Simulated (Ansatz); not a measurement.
# BS, quartet: the ladder up to full CI

Geometry: that of the BS, doublet, kept fixed. The doublet lies 4.1 eV lower here.

```xyz
2

B     0.0000    0.0000    0.0000
S     0.0000    0.0000    1.6077
```

Basis cc-pVDZ; Ansatz 0.2.0. Correlated methods freeze the noble-gas cores, which leaves 9 electrons in 26 orbitals. Prefix R: restricted or restricted open-shell reference; prefix U: unrestricted. Active spaces: valence = (9e, 8o) chosen from the atoms' valence shells.

Full CI is exact within this basis and frozen core; it isn't the basis-set limit. The frozen core follows each run's orbitals, which can shift R against U totals by a few meV.

For open shells CISD and CISDTQ are restricted-active-space CI with the open shells as a complete middle space. The determinant fills πx and πy unequally, so it is a mixture of Σ and Δ, which weighs on every level built on one determinant.

The UHF ⟨S²⟩ is 3.767, the T1 diagnostic (RCCSD) is 0.0242 and the largest doubles amplitude (RCCSD) is 0.132. The T1 diagnostic (UCCSD) is 0.0199.

```
                   level  E − E(full CI) (kcal/mol)  share of correlation (%)    wall time
                     RHF                     114.57                      0.00            –
                     UHF                     110.97                      3.14            –
                    RMP2                      25.84                     77.45            –
                    UMP2                      26.13                     77.19            –
                    CISD                      14.88                     87.01        1.5 s
                   RCCSD                      10.03                     91.24            –
                   UCCSD                      10.05                     91.23            –
                RCCSD(T)                       6.31                     94.50        2.5 s
                UCCSD(T)                       6.44                     94.38        2.2 s
                 BCCD(T)                       6.41                     94.41        2.2 s
                 RCCSDT*                       1.43                     98.75            –
                 UCCSDT*                       1.59                     98.61            –
                  CISDTQ                       0.83                     99.28  11 s (H100)
              RCCSDT(Q)*                      -0.26                    100.23          8 s
              UCCSDT(Q)*                      -0.17                    100.15        7.5 s
                RCCSDTQ*                       0.08                     99.93  18 s (H100)
                UCCSDTQ*                       0.09                     99.92  17 s (H100)
  CASSCF (valence space)                      87.38                     23.73            –
  NEVPT2 (valence space)                      19.29                     83.16        2.2 s
  MRCISD (valence space)                       5.62                     95.10            –
MRCISD+Q (valence space)                       0.27                     99.76        2.9 s
```

An asterisk marks runs whose energy the program itself flagged as in doubt.

The correlation energy at full CI, counted from RHF, is -4.968 eV. That run took 23 s on 5 threads of AMD EPYC 7R13 with a whole H100 80 GB, shared host over 149,645,104 determinants.

Times hold each run's SCF and search for its determinant on a shared host, so for small cases they say little of a method's own cost; rows without a card ran on 1 thread of AMD EPYC 7R13.

Not variational, and here over 5 meV under the exact energy: RCCSDT(Q), UCCSDT(Q).

The full-CI state has the irrep A1 of C2v, in the program's axes (one component, if the state is degenerate).

Natural occupations of full CI about the gap: 1.969 1.944 1.461 1.460 0.992 0.519 0.517 0.029 0.013 0.013; effectively unpaired electrons, Σ n²(2−n)², 3.44. No single determinant describes this state well, so single-reference rows can miss without a flag.
